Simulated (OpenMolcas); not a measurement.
## Potential curves of B₂⁺: spin-free states

Computed with OpenMolcas 26.06: state-averaged CASSCF(5,8) over B 2s 2p, B 2s 2p, XMS-CASPT2 (IPEA 0.25, imaginary shift 0.2 hartree), scalar X2C, ANO-RCC-VTZP, then RASSI spin–orbit state interaction with atomic mean-field integrals. C2 symmetry about the axis (a holds Σ, Δ, Γ; b holds Π, Φ, H; Σ⁺ and Σ⁻ are not told apart); roots by multiplicity and irrep: 2b 6, 2a 7, 4b 4, 4a 5.

XMS-CASPT2 energies in eV from the lowest point. Curves are followed by energy order within each symmetry, so they are adiabatic and may change character at avoided crossings and where g and u states cross; Σ⁺ and Σ⁻ are counted together.

```json
{"R (Å)": "1.403", "(1)2Σ": "3.342", "(1)2Π": "1.748", "(1)4Σ": "1.832", "(2)2Π": "3.212", "(1)2Δ": "3.064", "(1)4Δ": "7.619"}
{"R (Å)": "1.484", "(1)2Σ": "2.292", "(1)2Π": "1.024", "(1)4Σ": "1.495", "(2)2Π": "2.620", "(1)2Δ": "2.694", "(1)4Δ": "6.541"}
{"R (Å)": "1.558", "(1)2Σ": "1.588", "(1)2Π": "0.622", "(1)4Σ": "1.414", "(2)2Π": "2.341", "(1)2Δ": "2.589", "(1)4Δ": "5.864"}
{"R (Å)": "1.631", "(1)2Σ": "1.094", "(1)2Π": "0.403", "(1)4Σ": "1.479", "(2)2Π": "2.232", "(1)2Δ": "2.628", "(1)4Δ": "5.396"}
{"R (Å)": "1.713", "(1)2Σ": "0.677", "(1)2Π": "0.284", "(1)4Σ": "1.666", "(2)2Π": "2.234", "(1)2Δ": "2.792", "(1)4Δ": "5.055"}
{"R (Å)": "1.794", "(1)2Σ": "0.390", "(1)2Π": "0.264", "(1)4Σ": "1.928", "(2)2Π": "2.308", "(1)2Δ": "3.029", "(1)4Δ": "4.857"}
{"R (Å)": "1.908", "(1)2Σ": "0.143", "(1)2Π": "0.334", "(1)4Σ": "2.356", "(2)2Π": "2.417", "(1)2Δ": "3.431", "(1)4Δ": "4.737"}
{"R (Å)": "2.055", "(1)2Σ": "0.001", "(1)2Π": "0.504", "(1)4Σ": "2.934", "(2)2Π": "2.476", "(1)2Δ": "3.959", "(1)4Δ": "4.763"}
{"R (Å)": "2.283", "(1)2Σ": "0.000", "(1)2Π": "0.801", "(1)4Σ": "3.748", "(2)2Π": "2.435", "(1)2Δ": "4.701", "(1)4Δ": "4.993"}
{"R (Å)": "2.610", "(1)2Σ": "0.201", "(1)2Π": "1.157", "(1)4Σ": "4.619", "(2)2Π": "2.330", "(1)2Δ": "5.480", "(1)4Δ": "5.435"}
{"R (Å)": "3.099", "(1)2Σ": "0.644", "(1)2Π": "1.517", "(1)4Σ": "5.341", "(2)2Π": "2.192", "(1)2Δ": "6.157", "(1)4Δ": "6.012"}
{"R (Å)": "3.751", "(1)2Σ": "1.134", "(1)2Π": "1.779", "(1)4Σ": "5.552", "(2)2Π": "2.083", "(1)2Δ": "6.573", "(1)4Δ": "6.474"}
```

Left out for impure symmetry, kinks or missing points, though low: (1)4Π, (2)2Σ, (3)2Σ, (2)4Σ, (4)2Σ, (3)2Π, (5)2Σ, (3)4Σ, (2)4Π. g and u states are not told apart. Only roots inside an energy window near the equilibrium distance were included, so the list of states is not complete; labels number the states computed. Each spin and symmetry block has orbitals of its own, averaged over its own roots, so gaps between blocks are less sure than gaps within one and near the minimum can be off by tenths of an eV, in bad cases by more. No Rydberg orbitals are active, so Rydberg states, and σ→σ* states whose orbital the CASSCF left unused, can be missing between those listed. CASPT2 splits the two components of degenerate states numerically, here by up to 76 cm⁻¹. At stretched bonds a block can hold a wrong CASSCF solution and miss its lowest state; points past a visible jump are left out. Points that failed a check (symmetry, reference weights, a jump) are left out.
